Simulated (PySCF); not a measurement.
How far each method lies from full CI for Al2, triplet

Geometry: a PBE0/def2-TZVP stationary point for this spin.

| atom | x (Å) | y (Å) | z (Å) |
| --- | --- | --- | --- |
| Al | 0.0000 | 0.0000 | 0.0000 |
| Al | 0.0000 | 0.0000 | 2.4788 |

Basis cc-pVDZ; PySCF 2.14.0. Correlated methods freeze the noble-gas cores, which leaves 6 electrons in 26 orbitals. Prefix R: restricted or restricted open-shell reference.

Full CI is exact within this basis and frozen core; it isn't the basis-set limit.

The determinant for coupled cluster was chosen by a search with trial CCSD, here up to 0.12 eV above the lowest Hartree–Fock solution of its kind, and MP2 stands on that determinant too.

```
UHF ⟨S²⟩                            : 2.090
⟨S²⟩ of the determinant under UCCSD : 2.037
T1 diagnostic (ROHF- or RHF-based CCSD)               : 0.0292
largest doubles amplitude (ROHF- or RHF-based CCSD)   : 0.146
```

Q: From what is known of these methods and the diagnostics, rank them by the size of their error in total energy against full CI in cc-pVDZ, smallest first (an estimate: the text doesn't fix the numbers).
A. RMP2
B. RCCSD(T)
C. RCCSD
D. RCCSDT

A: D (21 meV), B (74 meV), C (279 meV), A (976 meV).

All errors are against full CI in cc-pVDZ. Within each family the higher level lies nearer, as is usual though not guaranteed.

The full-CI state has the irrep B1g of D2h, in the program's axes (one component, if the state is degenerate).

Natural occupations of full CI about the gap: 1.914 1.813 0.955 0.955 0.129 0.062 0.062 0.023 0.011 0.011; effectively unpaired electrons, Σ n²(2−n)², 2.23.

Atomization energy (electronic, same basis, no zero-point term; atoms at the same level, unrestricted beside the R rows where the molecule is a closed shell; the atoms' step beyond CCSDT comes from their full CI) at full CI: 114.8 kJ/mol. Errors of other levels:

| level | error (kJ/mol) |
| --- | --- |
| RMP2 | -1.3 |
| RCCSD | -20.7 |
| RCCSD(T) | -5.1 |
| RCCSDT | -2.0 |

This basis is far from its limit, so the value isn't to be set against a measured one.
